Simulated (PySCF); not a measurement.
# What binds LiN: the parts of the energy along the bond

State: ³Σ⁻, triplet, unpaired electrons π ↑↑. ROHF-based CCSD(T) in PySCF 2.14 with Li cc-pVTZ, N cc-pVTZ and Li cc-pVQZ, N cc-pVQZ (frozen core orbitals: 2; no relativity). Correlation energies are extrapolated as n⁻³ (n = 3, 4), Hartree–Fock as (n+1)·exp(−9√n). CV is the change on freezing 0 orbitals instead, in Li cc-pCVTZ, N cc-pwCVTZ. SR is the spin-free X2C energy in Li cc-pVTZ-DK, N cc-pVTZ-DK less the non-relativistic one in Li cc-pVTZ, N cc-pVTZ. All energies in eV from Li + N.

```json
{"R (Å)": "1.6423", "HF/CBS": "0.222", "CCSD corr.": "-1.505", "(T)": "-0.0853", "CV": "-0.0394", "SR": "0.0028", "total": "-1.404"}
{"R (Å)": "1.7170", "HF/CBS": "0.067", "CCSD corr.": "-1.521", "(T)": "-0.0889", "CV": "-0.0294", "SR": "0.0039", "total": "-1.569"}
{"R (Å)": "1.7916", "HF/CBS": "-0.004", "CCSD corr.": "-1.538", "(T)": "-0.0927", "CV": "-0.0215", "SR": "0.0049", "total": "-1.651"}
{"R (Å)": "1.8663", "HF/CBS": "-0.012", "CCSD corr.": "-1.556", "(T)": "-0.0966", "CV": "-0.0151", "SR": "0.0059", "total": "-1.674"}
{"R (Å)": "1.9409", "HF/CBS": "0.026", "CCSD corr.": "-1.575", "(T)": "-0.1008", "CV": "-0.0100", "SR": "0.0068", "total": "-1.652"}
{"R (Å)": "2.0342", "HF/CBS": "0.120", "CCSD corr.": "-1.599", "(T)": "-0.1062", "CV": "-0.0048", "SR": "0.0077", "total": "-1.582"}
{"R (Å)": "2.1275", "HF/CBS": "0.248", "CCSD corr.": "-1.624", "(T)": "-0.1120", "CV": "-0.0006", "SR": "0.0084", "total": "-1.481"}
```

A fit to the total gives Re = 1.8627 Å, De = 1.674 eV, ωe = 678.2 cm⁻¹, Be = 1.040 cm⁻¹ (masses 7.0160 and 14.0031 u).

**Question.** At R = 1.8663 Å the CCSD correlation energy is -0.165321 hartree in the smaller basis and -0.175993 in the larger. Extrapolate it.

**Answer.** (4³·E4 − 3³·E3)/(4³ − 3³) = -0.18378 hartree; the larger basis holds 95.8 % of it.

The T1 diagnostic is 0.029. The state was picked by a PBE0 search and need not be the measured ground state. Spin–orbit coupling, excitations beyond (T) and corrections to the Born–Oppenheimer picture are left out.
